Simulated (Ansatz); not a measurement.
PBE exchange is replaced step by step with exact exchange (0 % is PBE, 25 % PBE0; no dispersion term), basis def2-TZVPD, Ansatz. System: Al₂H⁻. Charge -1, multiplicity 1. Geometry: PBE-D4/def2-TZVPD.

Geometry of the singlet:

| atom | x (Å) | y (Å) | z (Å) |
| --- | --- | --- | --- |
| Al1 | 0.4599 | 0.1228 | -0.2687 |
| Al2 | -0.6772 | -1.8786 | 0.7874 |
| H3 | 0.2173 | 1.7558 | -0.5187 |

At PBE-D4/def2-TZVPD, PBE0-D4/def2-TZVPD the restricted singlet is unstable: a solution with broken spin symmetry lies lower. At PBE-D4/def2-TZVPD, PBE with 5 % exact exchange/def2-TZVPD, PBE with 10 % exact exchange/def2-TZVPD, PBE with 15 % exact exchange/def2-TZVPD and others the highest occupied level of the charge -1 singlet lies above zero (up to 1.35 eV). Its loss leaves the charge 0 doublet, which lies 0.87 eV higher (vertical, at PBE-D4/def2-TZVPD), but this difference is unsure: the doublet is doubtful (geometry relaxed on an unsound state). At PBE-D4/def2-TZVPD, PBE with 5 % exact exchange/def2-TZVPD an occupied level of the charge -1 singlet lies above an empty one (by up to 0.26 eV), so this SCF solution is probably not the lowest. The restricted singlet is unstable towards broken spin symmetry at other levels; at PBE with 5 % exact exchange/def2-TZVPD, PBE with 10 % exact exchange/def2-TZVPD, PBE with 15 % exact exchange/def2-TZVPD, PBE with 35 % exact exchange/def2-TZVPD and others this wasn't settled. The geometry of the singlet was relaxed on an unsound state (an occupied level 0.26 eV above an empty one). At PBE0-D4/def2-TZVPD a triplet of charge -1 lies 0.71 eV below the restricted singlet, each at its own geometry. The structure comes from a short search, and lower isomers may exist.

```csv
exact exchange (%),HOMO (eV),LUMO (eV),gap (eV)
0,1.35,1.09,-0.26
5,1.23,1.22,0.00
15,0.98,1.48,0.51
25,0.67,1.71,1.04
35,0.38,1.96,1.58
50,-0.01,2.37,2.38
```

(1) Estimate the row for 10 %.

## Answers

(1) 
| exact exchange (%) | HOMO (eV) | LUMO (eV) | gap (eV) |
| --- | --- | --- | --- |
| 10 | 1.10 | 1.35 | 0.25 |
